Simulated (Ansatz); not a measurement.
`CC1=CC1` + `FCS` → `CSCF` + `C1=CC1` at 298.15 K and 1 bar (substitution at a C–C bond).

Computed with Ansatz on PBE0-D4/def2-TZVP structures; ΔE is electronic, products minus reactants. CBS: MP2 limit from def2 TZ/QZ plus the TZ coupled-cluster correction, frozen cores. This one scheme is used for every species. One conformer a species, not always the lowest.

```tsv
species	CCSD(T)/CBS energy (Eh)	H − E (kJ/mol)	S (J/(mol·K))
`CC1=CC1`	-155.72823	237.2	284.5
`FCS`	-537.40796	116.5	271.6
`CSCF`	-576.66859	197.7	309.1
`C1=CC1`	-116.45901	159.0	242.5
```

H − E and S are ideal-gas, rigid-rotor, harmonic terms from PBE0-D4/def2-TZVP, for one conformer and one mirror image of each species. 1 Eh = 2625.50 kJ/mol, R = 8.31446 J/(mol·K).

Question: By hand: ΔE, ΔH, ΔS and ΔG.

Answer: ΔE = (-576.66859) + (-116.45901) − (-155.72823) − (-537.40796) = 0.00859 Eh = 22.6 kJ/mol. Δ(H − E) = 197.7 + 159.0 − 237.2 − 116.5 = 3.0, so ΔH = 25.6 kJ/mol. ΔS = 309.1 + 242.5 − 284.5 − 271.6 = -4.5 J/(mol·K). ΔG = 25.6 − 298.15 × (-4.5)/1000 = 26.9 kJ/mol.

Question: By hand: the equilibrium constant, and the temperature at which ΔG would vanish if ΔH and ΔS stayed fixed.

Answer: log₁₀ K = −ΔG/(RT ln 10) = -4.7. ΔH and −TΔS have one sign here, so there is no such temperature. One of them is within its doubt of zero, so this could turn.

The number of gas molecules stays the same, so ΔS is small and ΔH decides. A doubt of 5 kJ/mol in ΔE shifts log₁₀ K by 0.9 here. Other conformers and mirror images would add mixing entropy, several J/(mol·K) or more a flexible species. These are equilibria of isolated gas molecules and say nothing of rates. Largest T1 diagnostic: 0.011 (customary marks: 0.02 for closed shells, 0.045 for open ones).
